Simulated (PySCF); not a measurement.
Molecule: ethyl cyanide, C3H5N.

Geometry:
```tsv
atom	x (Å)	y (Å)	z (Å)
C1	-0.963	0.297	-0.014
C2	0.356	-0.392	-0.354
C3	1.439	-0.029	0.554
N4	2.283	0.273	1.285
H5	-1.744	-0.014	-0.723
H6	-1.296	0.036	1.000
H7	-0.864	1.390	-0.069
H8	0.244	-1.488	-0.325
H9	0.677	-0.141	-1.379
```

Spin–spin couplings on one PBE0-D3(BJ)/def2-SVP geometry, PySCF 2.14, gas phase, non-relativistic, equivalent pairs averaged; isotopes $^{13}$C, $^{1}$H; functional B3LYP.

Reference values (Hz): $^{1}J$(C2,H8) = 135.5 (measured; liquid or solution (compiled); T. W. Keal, PhD thesis, Durham 2005 (values of Maximoff, Peralta, Barone, Scuseria 2005)).

Q: How do the couplings (Hz) change with the basis set? Times are CPU seconds on shared hosts with different chips, so compare them loosely. Far from the basis limit: 6-31G*, pcJ-0, 6-31G-J, def2-TZVP, cc-pVTZ.

A: 
```
    basis set  functions  $^{1}J$(C2,H8)  abs. error  core-s
       6-31G*         66           154.4        18.9     4.2
        pcJ-0         67           119.5        16.0     3.9
      6-31G-J         68           143.5         8.0     4.5
    def2-TZVP        154           130.9         4.6      12
        pcJ-1        158           138.8         3.3      14
      cc-pVTZ        190           120.8        14.7      15
aug-cc-pVTZ-J        284           139.7         4.2      28
        pcJ-2        324           138.2         2.7      35
```

Errors compare magnitudes, without vibrational corrections. Closest: pcJ-2; furthest: 6-31G*.

The Fermi-contact term samples the wavefunction at the nucleus, which is why sets with added tight s functions (names with J) are made for couplings. Agreement of an ordinary basis with the reference is then largely a cancellation of errors.
